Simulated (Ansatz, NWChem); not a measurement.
# How basis sets differ on BN2H5 (SMILES NBN)

The species is BN2H5 (8 atoms), meant as a singlet with charge 0. As SMILES, `NBN`. Geometry: relaxed at PBE0-D4/def2-TZVP.

Quantity: the dipole moment, in D. The values are calculated.

```json
{"level": "r2SCAN/6-31G* (Cartesian functions)", "kind": "meta-GGA", "program": "Ansatz", "value (D)": "1.53"}
{"level": "r2SCAN/cc-pVDZ", "kind": "meta-GGA", "program": "Ansatz", "value (D)": "1.54"}
{"level": "r2SCAN/6-311+G**", "kind": "meta-GGA", "program": "NWChem", "value (D)": "1.38"}
{"level": "r2SCAN/cc-pVTZ", "kind": "meta-GGA", "program": "Ansatz", "value (D)": "1.44"}
{"level": "r2SCAN/pcseg-2", "kind": "meta-GGA", "program": "Ansatz", "value (D)": "1.40"}
{"level": "r2SCAN/cc-pVQZ", "kind": "meta-GGA", "program": "Ansatz", "value (D)": "1.39"}
```

The values span 1.38 to 1.54 D.
